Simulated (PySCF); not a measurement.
Cartesian coordinates (Å):
```xyz
6

C     -0.4629     0.0059     0.0285
C      0.9672    -0.4501     0.0698
O      1.9402     0.1579    -0.1746
H     -1.0130    -0.6344    -0.6600
H     -0.8997    -0.1296     1.0172
H     -0.5318     1.0503    -0.2810
```
Charge 0, spin multiplicity 2.

Estimate the dipole moment, total energy and highest occupied spin orbital that CAM-B3LYP-D3(BJ)/def2-TZVP in PySCF 2.14.0 returns for this input.


* **dipole moment**: 2.60 D
* **total energy**: -4168.16 eV
* **highest occupied spin orbital**: -7.20 eV
